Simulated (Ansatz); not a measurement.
A made-up structure of SiH$_{3}$O$_{2}$ (charge +1), singlet:

| atom | x (Å) | y (Å) | z (Å) |
| --- | --- | --- | --- |
| O1 | -0.9885 | -1.3444 | 1.1265 |
| Si2 | -0.4718 | -0.7824 | -0.1574 |
| O3 | 0.4402 | 0.7250 | 0.1218 |
| H4 | -0.3894 | -0.9461 | -1.6134 |
| H5 | -1.3362 | -1.5714 | 2.0031 |
| H6 | 0.5224 | 1.0421 | 1.0420 |

It is relaxed with PBE-D4/def2-SVP and then PBE0-D4/def2-TZVP (Ansatz 0.2.0). Atoms count as bonded within 1.22 times the sum of their covalent radii (H–H: 0.88 Å). The end point is not checked to be a true minimum.

Does its bonding change? (Judge from chemistry; the calculation decides.)

Computed: No: no bond forms or breaks.

Where it ends: The first stage lowers the energy by 1.01 eV in 8 steps. It ends as SiH₃O₂ ([OH][SiH][OH]), total charge +1:
```xyz
6
angstrom
O -1.1333 -1.5400 0.9560
Si -0.3969 -0.6305 -0.0767
O 0.4089 0.6770 0.2009
H -0.4707 -1.0529 -1.4675
H -1.2488 -1.5069 1.9119
H 0.6177 1.1760 0.9981
```

Labels in which every atom is bracketed show which atoms are joined, not bond orders.

For scale, one of the runs: PBE0-D4/def2-TZVP relaxation, 117 basis functions, launched by `ansatz run in.yaml --threads 2 --pin off --events-out ev --progress --plain --max-ram 4352MiB`. The run took about 9 s on 2 CPU threads of an Arm Neoverse V2 (shared host).
